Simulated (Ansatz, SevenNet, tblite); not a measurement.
**Diamond-structure Ge, cohesive energy**

Reference value: 3.92 eV/atom (measured, zero-point vibration energy added, sources range from 3.86 to 3.92; as tabulated in Sun et al. (2011), doi:10.1103/physrevb.84.035117).

```csv
level (code),value (eV/atom),cell (Å³/atom)
GFN2-xTB (tblite),?,23.56
SevenNet-l3i5 (SevenNet),3.60,23.76
PBE (Ansatz),3.73,23.90
r²SCAN (Ansatz),3.88,22.84
```

Fill in the missing entries.


- GFN2-xTB (tblite), value (eV/atom): 4.11

Errors against the reference: GFN2-xTB +0.19 eV/atom, SevenNet-l3i5 -0.32 eV/atom, PBE -0.19 eV/atom, r²SCAN -0.04 eV/atom.

Leaving aside GFN2-xTB, SevenNet-l3i5, which can be fitted to such values or carry a doubt: Closest of these to the reference: r²SCAN (-0.04 eV/atom). PBE (-0.19 eV/atom) misses by most. Within 0.3 eV/atom: PBE, r²SCAN.

GFN2-xTB: the free atoms are run in the same model without spin. GFN2-xTB: the method was fitted mainly to molecules. GFN2-xTB: the run uses a supercell at the zone centre in place of a k mesh. SevenNet-l3i5: free atoms can lie outside what these potentials were trained on. Each level is taken at its own relaxed cell. Cutoffs differ between the levels. Ansatz's density-functional and Hartree–Fock values are scalar-relativistic unless marked +SOC, with PAW data made under PBE.

Machine-learned potentials (SevenNet-l3i5) are trained on DFT data, which may include these solids.

Differences are worked out from the printed values.

Ansatz is a first-principles code.
